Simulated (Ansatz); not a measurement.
Geometry optimisation, Ansatz 0.2.0, RKS PBE0-D4/def2-SVP.

The input (input.yaml):

```yaml
crystal:
  periodic: [false, false, false]
  atoms:
    - { symbol: O, position_ang: [-0.2032, -2.147, -0.1255] }
    - { symbol: C, position_ang: [-0.5583, -0.7897, 0.3382] }
    - { symbol: C, position_ang: [0.4962, 0.1679, -0.1778] }
    - { symbol: O, position_ang: [0.6258, 0.1413, -1.602] }
    - { symbol: C, position_ang: [0.3047, 1.5823, 0.3115] }
    - { symbol: F, position_ang: [-1.0009, 1.9585, 0.1461] }
    - { symbol: H, position_ang: [-0.9535, -2.6763, 0.1589] }
    - { symbol: H, position_ang: [-1.4983, -0.4963, -0.0661] }
    - { symbol: H, position_ang: [-0.5873, -0.7916, 1.4744] }
    - { symbol: H, position_ang: [1.5189, -0.1798, 0.1828] }
    - { symbol: H, position_ang: [0.4722, -0.8178, -1.8052] }
    - { symbol: H, position_ang: [0.9378, 2.3149, -0.2037] }
    - { symbol: H, position_ang: [0.4663, 1.6988, 1.3831] }
basis:
  gaussian: { orbitals: def2-SVP }
hamiltonian:
  xc: pbe0
  dispersion: d4
relax:
  f_tol: 0.02
  max_steps: 50
```

Launched with:

```bash
$ ansatz run input.yaml --threads 2 --pin off --max-ram 3072MiB --backend cpu --events-out ev --progress --plain --runs-dir out
```

Q: Where does it end, and by what steps?

A: The run converged. After 5 steps the energy has fallen by 0.326 eV; H7 moved furthest, 0.24 Å.

```tsv
step	energy less start (eV)	largest force component (eV/Å)	accepted
0	0.0000	2.173	yes
1	-0.2662	1.155	yes
2	-0.3168	0.273	yes
3	-0.3236	0.096	yes
4	-0.3242	0.130	yes
5	-0.3258	0.018	yes
```

```xyz
13
Properties=species:S:1:pos:R:3
O -0.206 -2.066 -0.154
C -0.517 -0.807 0.394
C 0.525 0.158 -0.144
O 0.551 0.093 -1.540
C 0.271 1.581 0.287
F -1.024 1.960 0.037
H -0.970 -2.644 -0.075
H -1.512 -0.451 0.072
H -0.495 -0.819 1.502
H 1.511 -0.130 0.286
H 0.473 -0.847 -1.753
H 0.949 2.250 -0.267
H 0.465 1.688 1.369
```

Time of the run: 18 s on 2 threads of Intel(R) Xeon(R) Platinum 8488C (Sapphire Rapids) (shared host), peak memory 0.3 GiB.
